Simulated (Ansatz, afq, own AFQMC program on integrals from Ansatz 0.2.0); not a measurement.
# Atomization energy of CH2Al, quartet

```
atom   x (Å)    y (Å)    z (Å)
  Al  0.0000  -0.0744   0.6134
   C  0.0000   0.0101  -1.3080
   H  0.0000   1.3217   1.4205
   H  0.0000   0.5490  -2.2537
```

Connectivity, by distances: AlH–CH.

Atoms in their ground-state spins without spin–orbit coupling (mostly on UHF) minus the molecule (UHF), without zero-point energy. The geometry is a stationary point, not shown to be a minimum.

Basis cc-pVDZ. Noble-gas cores (and the filled d shells of Ga–Kr and In–Xe) are frozen. Ansatz 0.2.0 and our own AFQMC program on the same integrals; the CISD trial comes from CCSD amplitudes, and released means the phaseless constraint is let go. Free AFQMC starts from the CCSD state and is never constrained. Its projection time is finite, and what remains of the start isn't in its error. Uncertainties: one standard error, sampling alone. The errors of all members are added in quadrature.

No full CI on the walks' own integrals is used here; CCSDT(Q) serves as the reference and is uncertain by about the last step of the cluster series. Each member takes its own surest rung, up to full CI.

The best estimate is CCSD(T) at the basis-set limit (CBS: def2-TZVPP and def2-QZVPP, with their diffuse functions for anions and beside diffuse sets, CCSD(T) itself extrapolated) plus the step from CCSD(T) to CCSDT(Q) in cc-pVDZ. Rows without CBS are in cc-pVDZ, the functionals in def2-TZVP; B2PLYP and the wave-function rows carry a basis error of their own. Core correlation and relativity beyond core potentials are missing, and ± holds the sampling alone.

Cautions: CH₂Al (quartet): lower spins were not checked, the ph-AFQMC/CISD walk drifts between its halves (2.2 errors).

Best estimate: 920.2 kJ/mol.

```tsv
level	atomization energy (kJ/mol)	error against the best estimate (kJ/mol)
HF	713.6	-206.6
MP2	838.8	-81.4
CCSD	820.9	-99.2
CCSD(T)	826.1	-94.0
ph-AFQMC/CISD	827.4 ± 0.7	-92.8 ± 0.7
released AFQMC	827.5 ± 0.9	-92.6 ± 0.9
free AFQMC	826.5 ± 1.1	-93.7 ± 1.1
HF/CBS	746.9	-173.2
MP2/CBS	924.2	4.0
CCSD(T)/CBS	919.0	-1.2
PBE	937.4	17.3
r2SCAN	959.1	38.9
PBE0	933.0	12.8
B3LYP	917.9	-2.2
wB97M-V	914.8	-5.4
B2PLYP	905.7	-14.5
surest rungs in cc-pVDZ	827.3	-92.9
```

Correlation beyond CCSD(T) adds 1.2 kJ/mol. Going to the basis-set limit adds 92.9 kJ/mol at CCSD(T). The perturbative (T) step is worth +5.2 kJ/mol. The functionals spread over 53.4 kJ/mol; B3LYP and wB97M-V come nearest and r2SCAN is 38.9 kJ/mol too high.

Best estimates are given only where the step beyond CCSD(T) is under 0.3 eV and no member's determinant is very poor (T1 over 0.05, or 0.07 for open shells, ⟨S²⟩ too high by 0.3, two states mixed), so the hardest cases are missing from such tables.

The functionals ran in a triple-zeta set and keep a basis error of their own, a few kJ/mol for each bond in atomization energies and more for double hybrids, so close places among them and the extrapolated levels can swap.

Free projections are given only where their last times agree within the noise and don't stop above the reference; a slow remainder of the start can still hide under it. Each member of a difference takes its own highest rung, so a best estimate needn't equal the limit plus the step of one row. A walk keeps the symmetry of its determinant, which the program's search chose and which needn't be the lowest solution, so a lower state of the same spin and another symmetry isn't excluded. Released energies are given only where the last usable release times agree within the noise; a slower fall can still hide under it.
